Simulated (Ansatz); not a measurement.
We consider corundum (α-Al2O3), described by PBE (Ansatz, a quantum-chemistry and plane-wave program, plane waves, PAW).

Numerical settings: plane-wave cutoff 520 eV, 8×8×8 k mesh, Fermi–Dirac smearing 0.01 eV, scalar-relativistic PAW data made under PBE.

Shape and atoms are relaxed at each volume.

Pressure at four volumes; x = ln(V/8.761 Å³). One pressure is withheld.

| V (Å³/atom) | x | P (GPa) |
|---|---|---|
| 8.411 | -0.0408 | ? |
| 8.586 | -0.0202 | 4.83 |
| 8.761 | 0.0000 | -0.01 |
| 9.112 | 0.0393 | -8.34 |

Problem. Pass a parabola P(x) through the three rows shown, estimate the bulk modulus and its pressure derivative near zero pressure, and predict the withheld pressure.

Solution. Slopes between the rows: (-0.01 − (4.83))/(0.0000 − (-0.0202)) = -239.60 and (-8.34 − (-0.01))/(0.0393 − (0.0000)) = -211.96 GPa. Their difference over the span 0.0595 is c = 27.64/0.0595 = 464.5 GPa, so P(x) = 4.83 + (-239.60)(x − (-0.0202)) + 464.5 (x − (-0.0202))(x − (0.0000)). At the middle row B = −dP/dx = −[-239.60 + 464.5 × 0.0202] = 230.2 GPa, and B′ = dB/dP = 2c/B = 4.0. At x = -0.0408 the parabola gives 10.16 GPa; the run gives 10.18 GPa. The Birch–Murnaghan fit to the energies at all volumes has B0 = 230 GPa and B′ = 4.0.

Measured, for comparison: bulk modulus 254 GPa (298 K, copied from a table, unchecked, not corrected to a static lattice, with K' = 4.34, sources range from 239 to 254; as tabulated in BurnMan's mineral tables). Computed less measured: bulk modulus not scored (unchecked).
